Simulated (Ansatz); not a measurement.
C$_{2}$H$_{4}$N (SMILES [CH-]=CN) (charge -1), singlet: a single point displaced at random from a GFN2-xTB minimum.

Input (in.yaml):

```yaml
crystal:
  periodic: [false, false, false]
  atoms:
    - {symbol: C, position_ang: [-0.931800, -0.787500, -0.623600]}
    - {symbol: C, position_ang: [-0.161500, 0.290200, -0.277700]}
    - {symbol: N, position_ang: [1.042100, 0.117200, 0.470200]}
    - {symbol: H, position_ang: [-1.771900, -0.436000, -1.245900]}
    - {symbol: H, position_ang: [-0.335000, 1.362200, -0.455400]}
    - {symbol: H, position_ang: [0.970100, 0.454500, 1.534200]}
    - {symbol: H, position_ang: [1.179800, -0.909700, 0.658500]}
basis:
  gaussian: {orbitals: "def2-TZVPPD.json"}
total_charge: -1
correlation: {method: ccsd_t}
output: {forces: true}
```

The basis file named in the input lies beside it (Basis Set Exchange, JSON).

An equivalent command:

```bash
ansatz run in.yaml --threads 4 --pin off --events-out ev --progress --plain
```

Output of Ansatz 0.2.0:

```
Functional definition: HF
  name "HF"
  cite "Fock, Z. Phys. 61, 126 (1930) doi:10.1007/BF01340294"
  parent pbe
  exchange = exact_x
  correlation = 0
1053 factors; integrals over basis functions are off by at most 9.7e-4 eV
mean field evaluation 1: about -3601.0193 eV, gradient 2.8e1 eV
mean field evaluation 2: about -3601.0204 eV, gradient 2.8e1 eV
mean field evaluation 4: about -3603.6813 eV, gradient 4.0e0 eV
mean field evaluation 8: about -3603.7826 eV, gradient 2.6e-1 eV
mean field evaluation 16: about -3603.7683 eV, gradient 1.3e0 eV
mean field -3603.78334126 eV, -132.4365950592 hartree, gradient 2.5e-6 eV, S^2 0.000000; 0 other end points of the search recorded, 0 dependent functions left out
3 core orbitals not correlated: weight in the atoms' cores, before any rotation towards them, 1.000 or more for the frozen orbitals, at most 0.000 for the correlated occupied ones
reference -3603.78334126 eV, -132.4365950592 hartree; 9, 9 occupied and 167, 167 virtual orbitals, 1053 factors
second order -15.41880990 eV of doubles, -0.00000000 eV of singles
cycle   1  -15.43837196 eV  change   -2.0e-2 eV  update   9.7e-2
cycle   2  -15.86243435 eV  change   -4.2e-1 eV  update   3.1e-2
cycle   3  -15.96620833 eV  change   -1.0e-1 eV  update   1.9e-2
cycle   4  -15.95881136 eV  change    7.4e-3 eV  update   6.9e-3
cycle   5  -15.95607246 eV  change    2.7e-3 eV  update   4.6e-3
cycle   6  -15.95724678 eV  change   -1.2e-3 eV  update   2.0e-3
cycle   7  -15.95662050 eV  change    6.3e-4 eV  update   9.3e-4
cycle   8  -15.95640324 eV  change    2.2e-4 eV  update   3.7e-4
cycle   9  -15.95658267 eV  change   -1.8e-4 eV  update   1.5e-4
cycle  10  -15.95661581 eV  change   -3.3e-5 eV  update   6.1e-5
cycle  11  -15.95658077 eV  change    3.5e-5 eV  update   2.8e-5
cycle  12  -15.95660534 eV  change   -2.5e-5 eV  update   1.4e-5
cycle  13  -15.95660627 eV  change   -9.4e-7 eV  update   6.0e-6
cycle  14  -15.95661130 eV  change   -5.0e-6 eV  update   3.0e-6
perturbative correction -0.79050218 eV, -0.0290504192 hartree
the calculation of the forces begins
Total energy: -3620.53045473 eV, -133.0520401277 hartree
Atom 0 at    -0.931800    -0.787500    -0.623600 Å, force     0.509416     0.793608     0.072351 eV/Å
Atom 1 at    -0.161500     0.290200    -0.277700 Å, force    -1.358134    -1.030525     0.034021 eV/Å
Atom 2 at     1.042100     0.117200     0.470200 Å, force     1.722108    -0.432310     3.730353 eV/Å
Atom 3 at    -1.771900    -0.436000    -1.245900 Å, force    -0.174930     0.076791    -0.152868 eV/Å
Atom 4 at    -0.335000     1.362200    -0.455400 Å, force    -0.098505    -0.047616    -0.189542 eV/Å
Atom 5 at     0.970100     0.454500     1.534200 Å, force    -0.149718    -0.375281    -2.763863 eV/Å
Atom 6 at     1.179800    -0.909700     0.658500 Å, force    -0.450235     1.015334    -0.730453 eV/Å
Dipole moment:     0.367601     0.633977     0.446227 e Å
```

The run took 96 s on 4 CPU threads (shared host), with 3.5 GiB of host memory at its peak.
